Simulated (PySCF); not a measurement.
Species: C₆H₆.
InChI=1S/C6H6/c1-2-4-6-5-3-1/h1-6H

The closed-shell ground state was solved at several levels (PySCF, density fitting, gas phase, non-relativistic). Isolated species at its PBE0-D3(BJ)/def2-SVP geometry, gas phase. The dipole stays under 0.02 D at every level.

| level | basis functions | HOMO (eV) | LUMO (eV) | gap (eV) |
| --- | --- | --- | --- | --- |
| B3LYP/cc-pVTZ | 264 | -7.02 | -0.36 | 6.66 |
| wB97X-D/pcSseg-2 | 300 | -9.07 | 1.47 | 10.54 |
| PBE/def2-SVPD | 168 | -6.35 | -1.19 | 5.16 |
| B97-2/pcSseg-2 | 300 | -7.06 | -0.31 | 6.75 |
| HF/def2-SVPD | 168 | -9.21 | 3.21 | 12.42 |

What might PBE0/pcJ-1 (222 basis functions) give for the same quantities?

HOMO -7.32 eV, LUMO -0.20 eV, gap 7.12 eV.

Over all these levels, which gives the widest orbital gap and which the narrowest?

HF/def2-SVPD (Hartree–Fock, all exact exchange) has the widest, 12.42 eV, and PBE/def2-SVPD (GGA) the narrowest, 5.16 eV. The two share the basis. From the narrowest to the widest the HOMO moves by -2.86 eV and the LUMO by +4.40 eV.
